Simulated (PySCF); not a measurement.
CH2O2, SMILES C(=O)O.

Geometry optimised at PBE0-D3(BJ)/def2-TZVP. The values are those of a single conformer.

The numbers are results of PBE0-D3(BJ)/def2-TZVP (PySCF), not measurements.

No scaling factor is applied to the harmonic values.

```
mode  ν (cm⁻¹)  IR (km/mol)  moving atoms (share of kinetic energy)
----  --------  -----------  --------------------------------------
1          636         47.9                  O 56 %, H 25 %, C 19 %
2          693        145.5                          H 79 %, O 14 %
3         1063          1.5                          H 60 %, C 35 %
4         1150        241.8                  O 53 %, H 31 %, C 16 %
5         1318         19.0                  H 48 %, C 40 %, O 12 %
6         1405          3.2                          H 88 %, O 11 %
7         1854        368.1                          C 59 %, O 37 %
8         3063         44.2                           H 92 %, C 8 %
9         3765         63.2                                  H 94 %
```
